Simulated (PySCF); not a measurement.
Dipole moment and polarisability across levels of theory

PH2OH, H₃OP.
Bonds: O1–P2. Hydrogens: H3 on O1; H4, H5 on P2.

PySCF, dipoles from the SCF density, polarisabilities from static response with core orbitals frozen. Geometry: PBE0-D3(BJ)/def2-SVP, one conformer, isolated molecule.

Task: Compare the levels for these properties.

Result: 

```json
{"level": "LDA/def2-SVPD", "μ (D)": "0.674", "α (au)": "34.42", "error (%)": "+4.3", "anisotropy (au)": "5.03"}
{"level": "PBE/def2-SVPD", "μ (D)": "0.686", "α (au)": "34.00", "error (%)": "+3.0", "anisotropy (au)": "5.14"}
{"level": "B3LYP/def2-SVPD", "μ (D)": "0.757", "α (au)": "33.14", "error (%)": "+0.4", "anisotropy (au)": "5.02"}
{"level": "PBE0/def2-SVPD", "μ (D)": "0.687", "α (au)": "32.84", "error (%)": "-0.5", "anisotropy (au)": "4.93"}
{"level": "BHandHLYP/def2-SVPD", "μ (D)": "0.776", "α (au)": "32.00", "error (%)": "-3.1", "anisotropy (au)": "4.89"}
{"level": "CAM-B3LYP/def2-SVPD", "μ (D)": "0.747", "α (au)": "32.74", "error (%)": "-0.8", "anisotropy (au)": "4.96"}
{"level": "wB97X-D/def2-SVPD", "μ (D)": "0.678", "α (au)": "32.69", "error (%)": "-1.0", "anisotropy (au)": "4.85"}
{"level": "LC-wPBE/def2-SVPD", "μ (D)": "0.653", "α (au)": "32.11", "error (%)": "-2.7", "anisotropy (au)": "4.86"}
{"level": "HF/def2-SVPD", "μ (D)": "0.764", "α (au)": "31.01", "error (%)": "-6.1", "anisotropy (au)": "4.71"}
{"level": "PBE0/6-31G*", "μ (D)": "0.760", "α (au)": "23.62", "error (%)": "-28.5", "anisotropy (au)": "8.05"}
{"level": "PBE0/def2-SVP", "μ (D)": "0.768", "α (au)": "24.50", "error (%)": "-25.8", "anisotropy (au)": "8.47"}
{"level": "PBE0/def2-TZVP", "μ (D)": "0.777", "α (au)": "28.97", "error (%)": "-12.3", "anisotropy (au)": "5.78"}
```

Reference polarisability: 4.892 Å³ (computed, CCSD(T)/CBS, static electronic, isotropic average, equilibrium geometry, gas; Hait, Head-Gordon, Phys. Chem. Chem. Phys. 20 (2018) 19800). The anisotropy is √(½[(α1 − α2)² + (α2 − α3)² + (α3 − α1)²]). For the polarisability, the smallest error is 0.4% (B3LYP/def2-SVPD) and the largest 28.5% (PBE0/6-31G*). The dipole runs from 0.65 D (LC-wPBE/def2-SVPD) to 0.78 D (PBE0/def2-TZVP). In one basis (def2-SVPD) the functionals order the polarisability from HF (lowest) to LDA (highest), a spread of 11%. With PBE0 the polarisability is 25.69 au without diffuse functions (mean of 6-31G*, def2-SVP and def2-TZVP) and 32.84 au with them (def2-SVPD).
